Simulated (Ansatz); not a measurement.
System: molecular fluorine, F2, net charge 0, singlet state. 
Structure (B3LYP-D3(BJ)/def2-TZVP (Ansatz, a first-principles code) minimum search):
```xyz
2

F      0.0000     0.0000    -0.6982
F      0.0000     0.0000     0.6982
```

Basis-set convergence of Hartree-Fock and MP2 correlation energies (hartree) with Ansatz. Correlated levels leave the core frozen unless marked. Spin-orbit coupling is left out. Non-relativistic.

The Hartree-Fock reference is unstable (checked in the largest basis), which strains HF and MP2. 

| basis | functions | E(HF) | E(corr, MP2) |
|---|---|---|---|
| aug-cc-pVDZ | 46 | -198.70038 | -0.42599 |
| aug-cc-pVTZ | 92 | -198.75671 | -0.53418 |
| aug-cc-pVQZ | 160 | -198.77094 | -0.57396 |

Extrapolating the two largest sets (X = 3 and 4) as X^-3: E(corr) = (64·(-0.57396) - 27·(-0.53418))/37 = -0.6030 Eh, an estimate of the basis-set limit. The largest set recovers 95.2 % of it, the smallest 70.6 %.
